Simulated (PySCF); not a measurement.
# C6H6: the cost of one run

Computed with PySCF 2.14.0 and routines of our own; the level stands in each step. Atoms count from 0.

## Step 1: The starting structure

12 atoms, charge 0, multiplicity 1; geometry from: GFN2-xTB.

## Step 2: Relaxing the molecule at PBE0-D3(BJ)/def2-SVP

What the job is given:

```
{"job": {"xc": "PBE0", "basis": "def2-SVP", "d3": "d3bj", "grid": 1, "kind": "geom"}, "charge": 0, "multiplicity": 1}
C      0.955257     1.002107    -0.020850
C      1.345557    -0.326291    -0.014602
C      0.390424    -1.328534     0.003331
C     -0.955146    -1.002293     0.015758
C     -1.345527     0.326150     0.010127
C     -0.390269     1.328293    -0.007613
H      1.700830     1.784013    -0.035341
H      2.395560    -0.580808    -0.023765
H      0.695148    -2.365161     0.008233
H     -1.700583    -1.784294     0.029811
H     -2.395433     0.581151     0.020213
H     -0.694620     2.364981    -0.011329
```

On the command line:

```
OMP_NUM_THREADS=1 python excited_run.py task.json out
```

One launch serves the whole session: the jobs run in the order shown.

**Question.** How long does this first job take on 1 thread of Arm Neoverse V1, shared host, and how much memory does it need?

About 8.7 s, with a peak of 0.5 GiB.
